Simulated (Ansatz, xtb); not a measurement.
**BFHP: where a starting geometry ends**

The starting geometry of this gas-phase singlet has its atoms placed at random.

```xyz
4

B    -0.1022   -0.5468   -1.3318
F     0.6973    0.6362    1.3026
P    -0.6002    0.3119    0.5664
H     0.8351   -1.0783   -0.6895
```

Q: One run relaxed it with r2SCAN-D4/def2-SVP. What is a likely outcome?

A: It ends as `B=PF`. Distances that change by over a tenth: B1–P3 (2.14 → 1.77 Å).

The energy falls by 3.01 eV over 15 steps:

| step | E − E(last) (eV) |
| --- | --- |
| 1 | 3.012 |
| 3 | 1.124 |
| 4 | 0.575 |
| 6 | 0.057 |
| 7 | 0.051 |
| 9 | 0.031 |
| 10 | 0.012 |
| 12 | 0.001 |
| 13 | 0.000 |
| 15 | 0.000 |

Final geometry (Å):

```xyz
4

B     0.2870   -0.6516   -0.6232
F     0.4831    0.9646    1.4872
P    -0.6537    0.4173    0.4258
H     0.7135   -1.4073   -1.4421
```

From the same start GFN2-xTB reaches the same bonding as this run.

From so rough a start the end depends on the optimiser's path, so another program may land elsewhere. The end wasn't checked by frequencies. Run with Ansatz 0.2.0, 38 s on 1 thread of AMD EPYC (Zen 3), with other jobs on the host.
